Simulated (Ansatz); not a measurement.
The inner images of a band of C2H2FN (6 atoms, charge 0, multiplicity 1) are given out of order.

The calculation used RKS PBE/STO-3G (Ansatz).

First end point:

```xyz
6
Properties=species:S:1:pos:R:3
F -0.119 -1.748 1.076
C -0.074 -0.666 0.281
C 0.452 0.061 -0.679
N -0.890 0.652 0.003
H 1.152 0.295 -1.489
H -0.478 1.342 0.763
```

Last end point:

```xyz
6
Properties=species:S:1:pos:R:3
F -0.534 -1.745 0.769
C 0.280 -0.727 0.393
C 1.434 0.007 0.216
N -0.144 0.531 -0.303
H -0.369 0.549 -1.337
H -0.625 1.320 0.215
```

**Question.** Put them in order from the first end to the last, with their energies above the first end.
A.
```xyz
6
Properties=species:S:1:pos:R:3
F -0.419 -1.675 0.967
C 0.231 -0.704 0.280
C 1.400 -0.139 -0.126
N -0.610 0.423 -0.407
H 0.146 0.818 -1.089
H -0.707 1.213 0.329
```
B.
```xyz
6
Properties=species:S:1:pos:R:3
F -0.463 -1.737 0.906
C 0.272 -0.744 0.347
C 1.395 -0.014 0.110
N -0.385 0.439 -0.345
H -0.078 0.726 -1.303
H -0.698 1.264 0.239
```
C.
```xyz
6
Properties=species:S:1:pos:R:3
F -0.250 -1.630 1.144
C -0.012 -0.666 0.227
C 0.963 -0.197 -0.571
N -0.794 0.537 -0.177
H 0.677 0.626 -1.275
H -0.541 1.267 0.606
```
D.
```xyz
6
Properties=species:S:1:pos:R:3
F -0.314 -1.639 1.085
C 0.118 -0.697 0.225
C 1.183 -0.168 -0.432
N -0.711 0.482 -0.357
H 0.416 0.729 -1.017
H -0.650 1.229 0.450
```
E.
```xyz
6
Properties=species:S:1:pos:R:3
F -0.230 -1.695 1.151
C -0.063 -0.690 0.276
C 0.692 -0.051 -0.596
N -0.800 0.579 -0.082
H 0.917 0.506 -1.488
H -0.475 1.286 0.693
```

**Answer.** E (+0.61 eV), C (+1.46 eV), D (+1.85 eV), A (+1.66 eV), B (+1.45 eV).

Time of the run: 53 s on 1 thread of Arm Neoverse V2, on a shared host, peak memory 0.18 GiB.
